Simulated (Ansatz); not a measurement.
# BH₂− (triplet): the correlation ladder, 6-31++G**

How much of the correlation energy of BH₂− (triplet) does each wave-function method recover here?

Computed with Ansatz 0.2.0, Gaussian basis. Level: 6-31++G**, core rule «outside noble gas», up to 1 orbitals frozen.

Plan: UHF; CCSD(T) on ROHF; CCSD(T) on UHF; BCCD(T) on ROHF; CISD; CCSDT(Q) on ROHF; CCSDT(Q) on UHF; CASSCF and MRCISD+Q, 6 electrons in 6 orbitals; CASSCF and NEVPT4(SD), 6 electrons in 6 orbitals; CASSCF and NEVPT2, 6 electrons in 6 orbitals; Full CI.

16 further runs of the same task are left out: 6 that didn't finish, 10 set aside as unsound or not needed.

## (1) The geometry

The geometry is a PBE0/def2-TZVPD stationary point (not a proven minimum) of the parent state, kept for this charge and spin.

3 atoms, charge -1, spin multiplicity 3.

Atoms are counted from 1 here; the program's logs count them from 0.

Bond lengths: B1–H2 1.247 Å, B1–H3 1.247 Å. Angles: H2–B1–H3 102.0°.

Coordinates:

```xyz
3
BH2
B     0.00000   -0.12337    0.00000
H     0.00000    0.66161   -0.96908
H     0.00000    0.66161    0.96908
```

## (2) UHF

Contents of in.yaml:

```yaml
crystal:
  periodic: [false, false, false]
  atoms:
    - {symbol: B, position_ang: [0.000000, -0.123368, 0.000000]}
    - {symbol: H, position_ang: [0.000000, 0.661614, -0.969076]}
    - {symbol: H, position_ang: [0.000000, 0.661614, 0.969076]}
basis:
  gaussian: {orbitals: "6-31++G**"}
total_charge: -1
magnetization: {spin_polarized: true, initial_magnetization: 2}
hamiltonian: {xc: hf}
output: {orbitals: {seedname: orbitals}}
```

Started as:

```
$ ansatz run in.yaml --threads 1 --pin off --events-out ev --progress --plain --max-ram 2393MiB
```

After this run come: CCSD(T) on ROHF; CCSD(T) on UHF; BCCD(T) on ROHF; CISD; CCSDT(Q) on ROHF; CCSDT(Q) on UHF; CASSCF and MRCISD+Q, 6 electrons in 6 orbitals; CASSCF and NEVPT4(SD), 6 electrons in 6 orbitals; CASSCF and NEVPT2, 6 electrons in 6 orbitals; Full CI.

Q: Predict the results of all the runs planned. Wanted: FCI below the RHF energy; RMP2 from FCI; UMP2 from FCI; RCCSD from FCI; RCCSD(T) from FCI; UCCSD(T) from FCI; RCCSDT(Q) from FCI; UCCSDT(Q) from FCI; NEVPT2 valence from FCI.

As calculated:

| quantity | value |
| --- | --- |
| FCI below the RHF energy | -2.7982 eV |
| RMP2 from FCI | +566.0 meV |
| UMP2 from FCI | +559.8 meV |
| RCCSD from FCI | +80.0 meV |
| RCCSD(T) from FCI | +16.5 meV |
| UCCSD(T) from FCI | +16.4 meV |
| RCCSDT(Q) from FCI | +0.2 meV |
| UCCSDT(Q) from FCI | -0.2 meV |
| NEVPT2 valence from FCI | +550.2 meV |
| NEVPT4(SD) valence from FCI | +103.4 meV |
| MRCISD+Q valence from FCI | +12.8 meV |
| levels within 1 kcal/mol (43 meV) | RCCSD(T), UCCSD(T), BCCD(T), RCCSDT, UCCSDT, RCCSDT(Q), UCCSDT(Q), MRCISD+Q valence |
| T1 diagnostic | 0.020 |
| effectively unpaired electrons | 2.02 |

**Reading.** RCCSD(T) lands +16.5 meV from the yardstick (0.6 % of the correlation energy). One determinant dominates. Of the multireference levels listed MRCISD+Q valence comes nearest in total energy (+12.8 meV), which doesn't show that its space is the better one. These misses are within one basis, not against nature; the frozen cores of restricted and unrestricted runs differ, which can shift their rows.
